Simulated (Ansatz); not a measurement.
# CH₃B+ (doublet): from Hartree-Fock to the top rungs, def2-TZVPP

An exercise on one series of results from a longer session: the logs are not shown, and one member is left open.

Program: Ansatz 0.2.0, Gaussian basis. Level of theory: def2-TZVPP, core rule «outside noble gas», up to 2 orbitals frozen. These are calculated values, not measurements.

Plan: UHF; ROHF; CCSD(T) on UHF.

2 further runs of the same task are left out: 2 set aside as unsound or not needed.

### The geometry

The geometry is a PBE0/def2-TZVP stationary point (not a proven minimum) of the parent state, kept for this charge and spin.

5 atoms, charge 1, spin multiplicity 2.

Atoms are counted from 1 here; the program's logs count them from 0.

Bond lengths: B1–C2 1.511 Å, B1–H3 1.194 Å, C2–H4 1.092 Å, C2–H5 1.087 Å. Angles: C2–B1–H3 128.3°, B1–C2–H4 123.5°, B1–C2–H5 123.0°, H4–C2–H5 113.6°.

Set-up of the first run:

File in.yaml:

```yaml
crystal:
  periodic: [false, false, false]
  atoms:
    - {symbol: B, position_ang: [0.000000, -0.166725, 0.821814]}
    - {symbol: C, position_ang: [0.000000, 0.069000, -0.670687]}
    - {symbol: H, position_ang: [0.000000, 0.643783, 1.698084]}
    - {symbol: H, position_ang: [0.000000, 1.062299, -1.123373]}
    - {symbol: H, position_ang: [0.000000, -0.740028, -1.397397]}
basis:
  gaussian: {orbitals: def2-TZVPP}
total_charge: 1
magnetization: {spin_polarized: true, initial_magnetization: 1}
hamiltonian: {xc: hf}
output: {orbitals: {seedname: orbitals}}
```

Started as:

```sh
> ansatz run in.yaml --threads 1 --pin off --events-out ev --progress --plain --max-ram 4096MiB --backend cpu
```

Among the steps run: UHF; ROHF; CCSD(T) on UHF.

One table of the session follows, with a row left open; its other results are not shown here.

It belongs to the step «Misses and costs». 

| method | from UCCSD(T) (kJ/mol) |
| --- | --- |
| ROHF | +645.4 |
| UHF | ? |
| UMP2 | +96.1 |
| UCCSD | +19.9 |
| UCCSD(T) | 0 |

**Question.** Estimate the row for UHF.

The run gave: from UCCSD(T) (kJ/mol): +637.6. In the column «from UCCSD(T) (kJ/mol)» it lies between UMP2 (+96.1) and ROHF (+645.4).
